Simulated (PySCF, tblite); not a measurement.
One entry of a table of gas-phase calculations, keyed by method. Lists by class give the value and the number of equivalent atoms.

```json
{
 "formula": "H2O3P",
 "smiles": "O=[P@H]([O-])O",
 "charge": -1,
 "multiplicity": 1,
 "geometry_level": "GFN2-xTB",
 "atoms_angstrom": [
  ["O", -1.085, -1.061, -0.971],
  ["P", -0.417, -0.081, -0.089],
  ["O", -0.614, 1.384, -0.265],
  ["O", 1.23, -0.345, -0.091],
  ["H", -0.642, -0.427, 1.26],
  ["H", 1.532, 0.532, 0.135]
 ],
 "electronic_structure_code": "PySCF",
 "results": {
  "GFN2-xTB geometry": {
   "rotational_constants_GHz": [8.696, 7.955, 4.616]
  },
  "PBE0/pcSseg-1 ground state and GIAO shieldings, non-relativistic": {
   "homo_eV": -1.87,
   "lumo_eV": 6.44,
   "shift_vs_computed_TMS_H_by_class_ppm": [
    [7.4, 1],
    [1.1, 1]
   ],
   "shielding_other_nuclei_by_class_ppm": [
    ["O", 150.4, 2],
    ["O", 195.1, 1],
    ["P", 329.5, 1]
   ],
   "charges_hirshfeld_e_by_atom": [-0.51, 0.32, -0.52, -0.33, -0.09, 0.13]
  },
  "GFN2-xTB harmonic vibrations, gas phase": {
   "strongest_ir_bands_cm-1_km_per_mol_modes": [
    [517.3, 140.9, 1],
    [666.2, 145.6, 1],
    [818.3, 208.0, 1],
    [1099.9, 245.9, 1],
    [1273.5, 469.1, 1],
    [2166.8, 429.3, 1]
   ],
   "zpe_kcal_per_mol": 19.0
  }
 }
}
```

The zero-point energy, half the sum of the 12 harmonic wavenumbers, equals 6650 cm⁻¹ or 80 kJ/mol. The rotational constants make it an asymmetric top with κ = (2B − A − C)/(A − C) = 0.64, nearer the oblate limit (+1). With B = h/(8π²I), that is 505.379 GHz u Å² over I, the principal moments of inertia are 58.1, 63.5 and 109.5 u Å² (most abundant isotopes); the inertial defect Ic − Ia − Ib is -12.1 u Å² (zero for a rigid planar frame, negative otherwise).

One conformer (not necessarily the lowest) at the GFN2-xTB geometry, without solvent or vibrations. NMR classes are plain means over equivalent atoms (diastereotopic ones count apart unless rotation or inversion swaps them), as if these changed places fast; in this geometry the members of some classes differ. No diffuse functions stand in pcSseg-1, which bears on an anion's orbital energies.

Shape of the structure used: `[O:1]=[P@H:2]([O-:3])[OH:4]`: H–O4–P2–O1 154°.
